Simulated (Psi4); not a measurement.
**Which level was it?**

The species is CH3F (5 atoms), meant as a singlet with charge 0. As SMILES, `CF`. Geometry: optimised at PBE0/def2-TZVP.

```xyz
5

C    -0.1019    0.0301    0.0184
F     1.0368   -0.7094   -0.2057
H    -0.9715   -0.6291   -0.0300
H    -0.1809    0.8058   -0.7466
H    -0.0404    0.4898    1.0074
```

Orbital energies are those of the mean-field step.

A calculation with Psi4 1.11 gave:

* total energy: -139.5770 Eh
* HOMO energy: -14.41 eV
* LUMO energy: 2.97 eV
* HOMO–LUMO gap: 17.38 eV

Which of these levels gave the numbers?
A. r2SCAN-D4/def2-TZVPP (density fitting)
B. MP2/def2-QZVPP (density fitting, density fitting for correlation)
C. CCSD(T)/def2-TZVPP (density fitting, density fitting for correlation)
D. B3LYP-D4/def2-TZVPP (density fitting)

B. The others give -139.8099 Eh (B3LYP-D4/def2-TZVPP (density fitting)), -139.7324 Eh (r2SCAN-D4/def2-TZVPP (density fitting)), -139.5643 Eh (CCSD(T)/def2-TZVPP (density fitting, density fitting for correlation)).
